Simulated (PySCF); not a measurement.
Mg₂H₄: fields on a plane

Method: PySCF, PBE0, basis Mg def2-TZVP, H def2-TZVP (no relativity, density fitting).

The singlet minimum has Mg–H 1.700 Å (×2), Mg–H 1.880 Å (×4); H–Mg–H 84.6° (×2), H–Mg–H 137.7° (×4), Mg–H–Mg 95.4° (×2).

The plane holds Mg1 at (0.00, 0.00), Mg2 at (2.78, 0.00), H3 at (1.39, 1.27), H4 at (1.39, -1.27), H5 at (-1.70, 0.00), H6 at (4.48, 0.00) Å. Columns run from x = -3.75 to 6.75 Å, rows from y = 3.45 (top) to -3.15 Å, in steps of 0.3 Å. Other isomers or separated fragments may lie lower.

Task: Give the electron localisation function (set to 0 where the density is under 0.005 e/Å³). Lower edges of the bins: '_' 0.000, '.' 0.100, ':' 0.200, '-' 0.300, '=' 0.400, '+' 0.500, '*' 0.600, '#' 0.700, '%' 0.800, '@' 0.900; top 1.00, each point printed twice.

Result: 
```
________________________________________________________________________
________________________________________________________________________
______________________________**%%%%%%##________________________________
__________________________::##@@@@@@@@@@%%--____________________________
__________________________==@@@@@@@@@@@@@@**..__________________________
______________==--..____..**@@@@@@@@@@@@@@##::____..::==________________
__________%%@@@@##==..__..**@@@@@@@@@@@@@@%%::__..--##%%@@%%____________
________@@@@@@@@@@%%--____==@@@@@@@@@@@@@@**..__::##@@@@@@@@@@%%________
______@@@@@@@@@@@@@@==______++@@@@@@@@@@##..____::%%@@@@@@@@@@@@##______
____%%@@@@@@@@@@@@@@::__..____++@@@@@@%%____..____%%@@@@@@@@@@@@@@______
____@@@@@@@@@@@@@@@@__--%%%%--__**%%##....##%%++__##@@@@@@@@@@@@@@______
____@@@@@@@@@@@@@@%%__##****##__..==::__**%%--%%..++@@@@@@@@@@@@@@##____
____@@@@@@@@@@@@@@%%__##****##__..==::__**%%--%%..++@@@@@@@@@@@@@@##____
____@@@@@@@@@@@@@@@@__--%%%%--__**%%##....##%%++__##@@@@@@@@@@@@@@______
____%%@@@@@@@@@@@@@@::__..____++@@@@@@%%____..____%%@@@@@@@@@@@@@@______
______@@@@@@@@@@@@@@==______++@@@@@@@@@@##..____::%%@@@@@@@@@@@@##______
________@@@@@@@@@@%%--____==@@@@@@@@@@@@@@**..__::##@@@@@@@@@@%%________
__________%%@@@@##==..__..**@@@@@@@@@@@@@@%%::__..--##%%@@%%____________
______________==--..____..**@@@@@@@@@@@@@@##::____..::==________________
__________________________==@@@@@@@@@@@@@@**..__________________________
__________________________::##@@@@@@@@@@%%--____________________________
______________________________**%%%%%%##________________________________
________________________________________________________________________
```

Task: Give the electron density (e/Å³) (cut at 5 e/Å³). Lower edges of the bins (e/Å³): '0' 0.000, '1' 0.030, '2' 0.076, '3' 0.151, '4' 0.268, '5' 0.455, '6' 0.750, '7' 1.218, '8' 1.960, '9' 3.136; top 5.00.

Result: 
```
000000000000000000000000000000000000
000000000000000000000000000000000000
000000000000000000000000000000000000
000000000000000000000000000000000000
000000000000000111110000000000000000
000000000000001233321100000000000000
000000000000012345532100000000000000
000000011111112467643211111100000000
000001122211123467643211112211000000
000012233323443445543443233332100000
000013455436996334435897444543210000
000124676449999433337999545764210000
000124676449999433337999545764210000
000013455436996334435897444543210000
000012233323443445543443233332100000
000001122211123467643211112211000000
000000011111112467643211111100000000
000000000000012345532100000000000000
000000000000001233321100000000000000
000000000000000111110000000000000000
000000000000000000000000000000000000
000000000000000000000000000000000000
000000000000000000000000000000000000
```
